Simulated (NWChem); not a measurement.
# BF2 (SMILES F[B]F) at UTPSSh/aug-cc-pVDZ (density fitting)

What is the vertical ionisation energy of BF2 at UTPSSh/aug-cc-pVDZ (density fitting)? 

Program for the calculation: NWChem 7.3.0.

**1. The molecule**

BF2: 3 atoms, total charge 0, spin state doublet. As SMILES, `F[B]F`. Geometry: relaxed at PBE0-D4/def2-TZVP.

Bond lengths: F1–B2 1.306 Å, B2–F3 1.306 Å. Angles: F1–B2–F3 121.1°.

**2. The energy at UTPSSh/aug-cc-pVDZ (density fitting)**

Input file geom.nw:

```
START geom
TITLE "BF2 energy"
memory stack 880 mb heap 220 mb global 1100 mb
GEOMETRY units angstroms noautosym nocenter noautoz
 F        0.513100      -1.044300       0.160000
 B        0.279000       0.240500       0.181300
 F       -0.802900       0.738900      -0.354600
END
BASIS spherical bse
 * library aug-cc-pVDZ
END
BASIS "cd basis" spherical
 * library "dgauss a1 dft coulomb fitting"
END
DFT
 xc xctpssh
 mult 2
 grid fine
 convergence energy 1e-08
 iterations 100
 mulliken
 print low
END
TASK dft
```

Launch:

```console
$ nwchem geom.nw > geom.out
```

The program printed:

```text
Northwest Computational Chemistry Package (NWChem) 7.3.0
             --------------------------------------------------------

           Job information
           ---------------

    nwchem branch   = 7.3.0
    use scalapack   = T
    input           = geom.nw
    prefix          = geom.
    data base       = ./geom.db
    status          = startup
    nproc           =        1

           Memory information
           ------------------

    heap     =     28835834 doubles =      220.0 Mbytes
    stack    =    115343359 doubles =      880.0 Mbytes
    global   =    144179200 doubles =     1100.0 Mbytes (distinct from heap & stack)
    total    =    288358393 doubles =     2200.0 Mbytes
    verify   = yes
    hardfail = no

           Directory information
           ---------------------

  0 permanent = .
  0 scratch   = .

                                NWChem Input Module
                                -------------------

                                    BF2 energy
                                    ----------

 Scaling coordinates for geometry "geometry" by  1.889725989
 (inverse scale =  0.529177249)

                             Geometry "geometry" -> ""
                             -------------------------

 Output coordinates in angstroms (scale by  1.889725989 to convert to a.u.)

  No.       Tag          Charge          X              Y              Z
 ---- ---------------- ---------- -------------- -------------- --------------
    1 F                    9.0000     0.51310000    -1.04430000     0.16000000
    2 B                    5.0000     0.27900000     0.24050000     0.18130000
    3 F                    9.0000    -0.80290000     0.73890000    -0.35460000

      Atomic Mass
      -----------

      F                 18.998400
      B                 11.009310

 Effective nuclear repulsion energy (a.u.)      55.3022883035

            Nuclear Dipole moment (a.u.)
            ----------------------------
        X                 Y               Z
 ---------------- ---------------- ----------------
    -2.2926155693    -2.9217053509    -1.5966294878

            XYZ format geometry
            -------------------
     3
 geometry
 F                     0.51310000    -1.04430000     0.16000000
 B                     0.27900000     0.24050000     0.18130000
 F                    -0.80290000     0.73890000    -0.35460000

 ==============================================================================
                                internuclear distances
 ------------------------------------------------------------------------------
       center one      |      center two      | atomic units |  angstroms
 ------------------------------------------------------------------------------
    2 B                |   1 F                |     2.46822  |     1.30613
    3 F                |   2 B                |     2.46832  |     1.30618
 ------------------------------------------------------------------------------
                         number of included internuclear distances:          2
 ==============================================================================

 ==============================================================================
                                 internuclear angles
 ------------------------------------------------------------------------------
        center 1       |       center 2       |       center 3       |  degrees
 ------------------------------------------------------------------------------
    1 F                |   2 B                |   3 F                |   121.14
 ------------------------------------------------------------------------------
                            number of included internuclear angles:          1
 ==============================================================================

 Summary of "ao basis" -> "" (spherical)
 ------------------------------------------------------------------------------
       Tag                 Description            Shells   Functions and Types
 ---------------- ------------------------------  ------  ---------------------
 *                        aug-cc-pVDZ                 on all atoms

 Summary of "cd basis" -> "" (spherical)
 ------------------------------------------------------------------------------
       Tag                 Description            Shells   Functions and Types
 ---------------- ------------------------------  ------  ---------------------
 *                dgauss a1 dft coulomb fitting       on all atoms

                                 NWChem DFT Module
                                 -----------------

                                    BF2 energy

                      Basis "ao basis" -> "ao basis" (spherical)
                      -----
  [basis functions not shown]

 Summary of "ao basis" -> "ao basis" (spherical)
 ------------------------------------------------------------------------------
       Tag                 Description            Shells   Functions and Types
 ---------------- ------------------------------  ------  ---------------------
 F                        aug-cc-pVDZ                9       23   4s3p2d
 B                        aug-cc-pVDZ                9       23   4s3p2d

                      Basis "cd basis" -> "cd basis" (spherical)
                      -----
  [basis functions not shown]

 Summary of "cd basis" -> "cd basis" (spherical)
 ------------------------------------------------------------------------------
       Tag                 Description            Shells   Functions and Types
 ---------------- ------------------------------  ------  ---------------------
 F                dgauss a1 dft coulomb fitting     13       31   7s3p3d
 B                dgauss a1 dft coulomb fitting     13       31   7s3p3d

  Caching 1-el integrals
   Time after variat. SCF:      0.3

     ---------------------------------------------
      Total Density - Mulliken Population Analysis
     ---------------------------------------------

    Atom       Charge   Shell Charges
 -----------   ------   -------------------------------------------------------
    1 F    9     9.44   2.00  0.92  0.96  0.03  3.47  1.96  0.08  0.00  0.01
    2 B    5     4.12   2.01  0.56  0.48  0.12  0.77  0.06  0.00  0.13 -0.00
    3 F    9     9.44   2.00  0.92  0.96  0.03  3.47  1.96  0.08  0.00  0.01

     --------------------------------------------
      Spin Density - Mulliken Population Analysis
     --------------------------------------------

    Atom       Charge   Shell Charges
 -----------   ------   -------------------------------------------------------
    1 F    9     0.01   0.00  0.01 -0.01 -0.02  0.05 -0.00 -0.02  0.00  0.00
    2 B    5     0.98   0.00  0.15  0.45  0.12  0.17  0.07  0.00  0.01  0.00
    3 F    9     0.01   0.00  0.01 -0.01 -0.02  0.05 -0.00 -0.02  0.00  0.00
   Time prior to 1st pass:      0.3

           Memory utilization after 1st SCF pass:
           Heap Space remaining (MW):        0.00                  34
          Stack Space remaining (MW):      115.05           115046516

   convergence    iter        energy       DeltaE   RMS-Dens  Diis-err    time
 ---------------- ----- ----------------- --------- --------- ---------  ------
 d= 0,ls=0.0,diis     1   -224.5027346856 -2.80D+02  1.09D-02  1.64D-01     1.0
                                                     9.18D-03  1.42D-01
 d= 0,ls=0.0,diis     2   -224.4279615294  7.48D-02  4.34D-03  4.46D-01     1.6
                                                     4.73D-03  4.60D-01
 d= 0,ls=0.0,diis     3   -224.5894802202 -1.62D-01  9.34D-04  4.21D-03     2.2
                                                     6.74D-04  3.79D-03
 d= 0,ls=0.0,diis     4   -224.5908332257 -1.35D-03  2.27D-04  2.49D-04     2.9
                                                     1.18D-04  2.50D-04
 d= 0,ls=0.0,diis     5   -224.5909517360 -1.19D-04  4.18D-05  5.15D-06     3.6
                                                     2.88D-05  1.36D-06
  Resetting Diis
 d= 0,ls=0.0,diis     6   -224.5909542747 -2.54D-06  4.13D-06  5.51D-08     4.3
                                                     6.58D-06  1.79D-07
 d= 0,ls=0.0,diis     7   -224.5909543546 -8.00D-08  2.03D-06  1.35D-08     5.0
                                                     1.91D-06  1.47D-08
 d= 0,ls=0.0,diis     8   -224.5909543506  4.07D-09  1.30D-06  3.39D-08     5.6
                                                     1.19D-06  3.24D-08

         Total DFT energy =     -224.590954350555
      One electron energy =     -420.825927262208
           Coulomb energy =      165.923466104229
    Exchange-Corr. energy =      -24.990781496081
 Nuclear repulsion energy =       55.302288303504

 Numeric. integr. density =       23.000000243879

     Total iterative time =      5.3s

     ---------------------------------------------
      Total Density - Mulliken Population Analysis
     ---------------------------------------------

    Atom       Charge   Shell Charges
 -----------   ------   -------------------------------------------------------
    1 F    9     9.22   2.01  0.91  0.96  0.07  3.35  1.81  0.10  0.00  0.01
    2 B    5     4.56   2.02  0.55  0.35  0.03  1.32  0.08 -0.00  0.20 -0.00
    3 F    9     9.22   2.01  0.91  0.96  0.07  3.35  1.81  0.10  0.00  0.01

     --------------------------------------------
      Spin Density - Mulliken Population Analysis
     --------------------------------------------

    Atom       Charge   Shell Charges
 -----------   ------   -------------------------------------------------------
    1 F    9    -0.01   0.00  0.01 -0.00 -0.01  0.04 -0.01 -0.03  0.00  0.00
    2 B    5     1.02   0.00  0.17  0.36  0.04  0.33  0.09  0.00  0.02  0.01
    3 F    9    -0.01   0.00  0.01 -0.00 -0.01  0.04 -0.01 -0.03  0.00  0.00

     -------------------------------------------
      Total Density - Lowdin Population Analysis
     -------------------------------------------

    Atom       Charge   Shell Charges
 -----------   ------   -------------------------------------------------------
    1 F    9     9.00   1.92  0.89  0.70  0.15  3.18  1.84  0.26  0.00  0.07
    2 B    5     5.00   1.76  0.50  0.25  0.08  1.16  0.37  0.02  0.62  0.24
    3 F    9     9.00   1.92  0.89  0.70  0.15  3.18  1.84  0.26  0.00  0.07

     ------------------------------------------
      Spin Density - Lowdin Population Analysis
     ------------------------------------------

    Atom       Charge   Shell Charges
 -----------   ------   -------------------------------------------------------
    1 F    9     0.13   0.00  0.01 -0.00  0.03  0.04 -0.00  0.03  0.00  0.02
    2 B    5     0.75   0.00  0.12  0.12  0.06  0.30  0.07  0.00  0.05  0.02
    3 F    9     0.13   0.00  0.01 -0.00  0.03  0.04 -0.00  0.03  0.00  0.02

     --------------------------
     Expectation value of S2:
     --------------------------
      <S2> =      0.7519 (Exact =     0.7500)

 Task  times  cpu:        5.6s     wall:        5.6s
 Total times  cpu:        5.6s     wall:        5.6s
```

Wall time 6.3 s (1 thread of Intel Xeon 6975P-C (Granite Rapids), shared host); peak memory 0.1 GiB.

**3. The singlet cation at the same level**

Input file bf2.nw:

```
start bf2
title "BF2 TPSSh"
memory 2200 mb
charge 1
geometry units angstrom noautosym nocenter noautoz
   F        0.513100      -1.044300       0.160000
   B        0.279000       0.240500       0.181300
   F       -0.802900       0.738900      -0.354600
end
basis spherical bse
   F library aug-cc-pVDZ
   B library aug-cc-pVDZ
end
basis "cd basis" spherical
   F library "dgauss a1 dft coulomb fitting"
   B library "dgauss a1 dft coulomb fitting"
end
dft
   xc xctpssh
   mult 1
   grid fine
   convergence energy 1e-08
   maxiter 100
   mulliken
   print low
end
task dft energy
```

Launch:

```console
$ nwchem bf2.nw > bf2.out
```

The program printed:

```text
Northwest Computational Chemistry Package (NWChem) 7.3.0
             --------------------------------------------------------

           Job information
           ---------------

    nwchem branch   = 7.3.0
    use scalapack   = T
    input           = bf2.nw
    prefix          = bf2.
    data base       = ./bf2.db
    status          = startup
    nproc           =        1

           Memory information
           ------------------

    heap     =     72089598 doubles =      550.0 Mbytes
    stack    =     72089595 doubles =      550.0 Mbytes
    global   =    144179200 doubles =     1100.0 Mbytes (distinct from heap & stack)
    total    =    288358393 doubles =     2200.0 Mbytes
    verify   = yes
    hardfail = no

           Directory information
           ---------------------

  0 permanent = .
  0 scratch   = .

                                NWChem Input Module
                                -------------------

                                     BF2 TPSSh
                                     ---------

 Scaling coordinates for geometry "geometry" by  1.889725989
 (inverse scale =  0.529177249)

                             Geometry "geometry" -> ""
                             -------------------------

 Output coordinates in angstroms (scale by  1.889725989 to convert to a.u.)

  No.       Tag          Charge          X              Y              Z
 ---- ---------------- ---------- -------------- -------------- --------------
    1 F                    9.0000     0.51310000    -1.04430000     0.16000000
    2 B                    5.0000     0.27900000     0.24050000     0.18130000
    3 F                    9.0000    -0.80290000     0.73890000    -0.35460000

      Atomic Mass
      -----------

      F                 18.998400
      B                 11.009310

 Effective nuclear repulsion energy (a.u.)      55.3022883035

            Nuclear Dipole moment (a.u.)
            ----------------------------
        X                 Y               Z
 ---------------- ---------------- ----------------
    -2.2926155693    -2.9217053509    -1.5966294878

            XYZ format geometry
            -------------------
     3
 geometry
 F                     0.51310000    -1.04430000     0.16000000
 B                     0.27900000     0.24050000     0.18130000
 F                    -0.80290000     0.73890000    -0.35460000

 ==============================================================================
                                internuclear distances
 ------------------------------------------------------------------------------
       center one      |      center two      | atomic units |  angstroms
 ------------------------------------------------------------------------------
    2 B                |   1 F                |     2.46822  |     1.30613
    3 F                |   2 B                |     2.46832  |     1.30618
 ------------------------------------------------------------------------------
                         number of included internuclear distances:          2
 ==============================================================================

 ==============================================================================
                                 internuclear angles
 ------------------------------------------------------------------------------
        center 1       |       center 2       |       center 3       |  degrees
 ------------------------------------------------------------------------------
    1 F                |   2 B                |   3 F                |   121.14
 ------------------------------------------------------------------------------
                            number of included internuclear angles:          1
 ==============================================================================

                      Basis "ao basis" -> "" (spherical)
                      -----
  [basis functions not shown]

 Summary of "ao basis" -> "" (spherical)
 ------------------------------------------------------------------------------
       Tag                 Description            Shells   Functions and Types
 ---------------- ------------------------------  ------  ---------------------
 F                        aug-cc-pVDZ                9       23   4s3p2d
 B                        aug-cc-pVDZ                9       23   4s3p2d

                      Basis "cd basis" -> "" (spherical)
                      -----
  [basis functions not shown]

 Summary of "cd basis" -> "" (spherical)
 ------------------------------------------------------------------------------
       Tag                 Description            Shells   Functions and Types
 ---------------- ------------------------------  ------  ---------------------
 F                dgauss a1 dft coulomb fitting     13       31   7s3p3d
 B                dgauss a1 dft coulomb fitting     13       31   7s3p3d

                                 NWChem DFT Module
                                 -----------------

                                     BF2 TPSSh

  Caching 1-el integrals
   Time after variat. SCF:      0.2

     ---------------------------------------------
      Total Density - Mulliken Population Analysis
     ---------------------------------------------

    Atom       Charge   Shell Charges
 -----------   ------   -------------------------------------------------------
    1 F    9     9.51   2.00  0.99  0.91  0.04  3.80  1.70  0.05  0.00  0.01
    2 B    5     2.98   2.01  0.38 -0.03 -0.01  0.56 -0.03  0.00  0.12 -0.01
    3 F    9     9.51   2.00  0.99  0.91  0.04  3.80  1.70  0.05  0.00  0.01
   Time prior to 1st pass:      0.2

           Memory utilization after 1st SCF pass:
           Heap Space remaining (MW):       37.97            37965822
          Stack Space remaining (MW):       71.79            71792948

   convergence    iter        energy       DeltaE   RMS-Dens  Diis-err    time
 ---------------- ----- ----------------- --------- --------- ---------  ------
 d= 0,ls=0.0,diis     1   -223.8686996156 -2.79D+02  4.33D-02  3.52D+00     0.8
 d= 0,ls=0.0,diis     2   -222.0556077727  1.81D+00  3.20D-02  2.27D+01     1.3
 d= 0,ls=0.0,diis     3   -224.2028390698 -2.15D+00  2.93D-03  2.70D-02     1.7
 d= 0,ls=0.0,diis     4   -224.2076771191 -4.84D-03  4.51D-04  3.91D-03     2.2
 d= 0,ls=0.0,diis     5   -224.2080333856 -3.56D-04  1.01D-04  2.91D-04     2.8
  Resetting Diis
 d= 0,ls=0.0,diis     6   -224.2080564002 -2.30D-05  3.91D-05  1.66D-05     3.3
 d= 0,ls=0.0,diis     7   -224.2080572018 -8.02D-07  6.04D-05  8.75D-06     3.8
 d= 0,ls=0.0,diis     8   -224.2080542265  2.98D-06  4.16D-05  4.35D-05     4.4
 d= 0,ls=0.0,diis     9   -224.2080579550 -3.73D-06  8.45D-07  5.06D-09     5.0
 d= 0,ls=0.0,diis    10   -224.2080579553 -2.85D-10  3.26D-07  2.75D-09     5.5

         Total DFT energy =     -224.208057955313
      One electron energy =     -413.177638473918
           Coulomb energy =      158.265229051977
    Exchange-Corr. energy =      -24.597936836877
 Nuclear repulsion energy =       55.302288303504

 Numeric. integr. density =       22.000000152424

     Total iterative time =      5.3s

     ---------------------------------------------
      Total Density - Mulliken Population Analysis
     ---------------------------------------------

    Atom       Charge   Shell Charges
 -----------   ------   -------------------------------------------------------
    1 F    9     9.03   2.01  0.93  0.96  0.06  3.30  1.69  0.06  0.01  0.02
    2 B    5     3.95   2.02  0.50  0.04 -0.01  1.23 -0.03 -0.00  0.19  0.00
    3 F    9     9.03   2.01  0.93  0.96  0.06  3.30  1.69  0.06  0.01  0.02

     -------------------------------------------
      Total Density - Lowdin Population Analysis
     -------------------------------------------

    Atom       Charge   Shell Charges
 -----------   ------   -------------------------------------------------------
    1 F    9     8.79   1.92  0.90  0.70  0.11  3.12  1.77  0.20  0.01  0.07
    2 B    5     4.43   1.76  0.44  0.14  0.02  1.02  0.29  0.01  0.55  0.19
    3 F    9     8.79   1.92  0.90  0.70  0.11  3.12  1.77  0.20  0.01  0.07

 Task  times  cpu:        5.5s     wall:        5.5s
 Total times  cpu:        5.5s     wall:        5.5s
```

Run time: 6.3 s. Hardware: 1 thread of Intel Xeon 6975P-C (Granite Rapids), shared host; peak memory 0.11 GiB.

**4. What came out**

Level: UTPSSh/aug-cc-pVDZ (density fitting).

| quantity | value |
| --- | --- |
| doublet BF2: total energy | -224.59095 Eh |
| doublet BF2: ⟨S²⟩ | 0.752 |
| singlet cation: total energy | -224.20806 Eh |
| vertical ionisation energy (to the singlet cation) | 10.419 eV |

**Reading.** The vertical ionisation energy comes to 10.42 eV (240 kcal/mol). Only the singlet of the ionised species was computed; a triplet could lie lower. Mulliken charges (singlet cation) run from -0.03 on F1 to +1.05 on B2; in a basis this large or diffuse they mean little.
